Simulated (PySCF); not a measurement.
C₃H₉P.
Bonds: C1–P2, P2–C3, P2–C4. Hydrogens: H5, H6, H7 on C1; H8, H9, H10 on C3; H11, H12, H13 on C4.

Computed with PBE0-D3(BJ)/def2-SVP geometry optimisation, gas phase (PySCF).

(1) List the bond lengths and angles at this level.

Results:

(1) 
| bond | length (Å) | order |
| --- | --- | --- |
| C1–P2, P2–C3, P2–C4 | 1.850 | single |
| C1–H5 and 8 like bonds | 1.101 | single |

Bonds in one row agree within 0.01 Å and their mean is given. Orders are formal, as drawn. A selection of angles:
| angle | degrees |
| --- | --- |
| P2–C1–H5 | 112.6 |
| P2–C1–H6 | 109.5 |
| H5–C1–H6 | 108.8 |
| H6–C1–H7 | 107.5 |
| C1–P2–C3 | 99.3 |

P2 (phosphine phosphorus) is pyramidal (angles 99.3°, 99.3° and 99.2°, sum 297.9°, 0.88 Å off the plane of its three neighbours). All 3 C–P bonds measure 1.850 Å.

Point group: C3v (tolerance 0.08 Å). No frequency check.
